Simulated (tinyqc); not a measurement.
Ways to converge the cycle: SCF convergence aids in the sto-6g basis, for BH2+, spin multiplicity 1. Computed by the program tinyqc with PySCF. RHF with one setting changed at a time; a run stops when the energy changes by less than 1e-09 hartree and the error matrix is below 1e-5. The start is the Wolfsberg-Helmholz matrix. Damping d keeps d of the old density; a shift (hartree) raises the virtual levels; DIIS n extrapolates F over n matrices.

Geometry (angstrom):
```
atom       x        y       z
B     0.0000   0.0000  0.0000
H     0.0000   1.2740  0.4590
H     0.0000  -1.2510  0.4510
```

lowest restricted solution found by these runs and by PySCF = -25.381111 hartree

Largest element of the error matrix X^T (FDS - SDF) X:
```
iteration    plain  damping 0.3  damping 0.6  shift 0.4   DIIS 3   DIIS 8
1          3.0e-01      3.0e-01      3.0e-01    3.0e-01  3.0e-01  3.0e-01
2          4.6e-02      1.1e-01      1.9e-01    7.1e-02  4.6e-02  4.6e-02
3          1.7e-02      3.8e-02      1.2e-01    4.4e-02  1.3e-02  1.3e-02
4          6.2e-03      2.1e-02      7.7e-02    2.7e-02  2.4e-04  2.4e-04
5          2.2e-03      1.2e-02      4.8e-02    1.6e-02  1.4e-04  1.3e-04
6          8.1e-04      6.6e-03      3.1e-02    9.2e-03  6.6e-05  3.6e-05
8          1.1e-04      2.0e-03      1.6e-02    3.1e-03  7.0e-07  1.8e-07
10         1.8e-05      6.2e-04      8.9e-03    1.0e-03        -        -
14               -      5.8e-05      2.7e-03    1.2e-04        -        -
20               -            -      4.7e-04    8.3e-06        -        -
30               -            -      2.5e-05          -        -        -
```

How each run ends:
```
run          iterations  E (hartree)         state
plain                12   -25.381111  lowest found
damping 0.3          19   -25.381111  lowest found
damping 0.6          38   -25.381111  lowest found
shift 0.4            20   -25.381111  lowest found
DIIS 3                8   -25.381111  lowest found
DIIS 8                8   -25.381111  lowest found
```

What does the comparison show, and why?

6 of 6 runs reach the lowest restricted solution found, in 8 to 38 iterations (fastest: DIIS 3, DIIS 8). Plain steps already contract here, so damping only slows them. DIIS 3 and DIIS 8 gain by cancelling the error over several earlier matrices, much as a quasi-Newton step does.
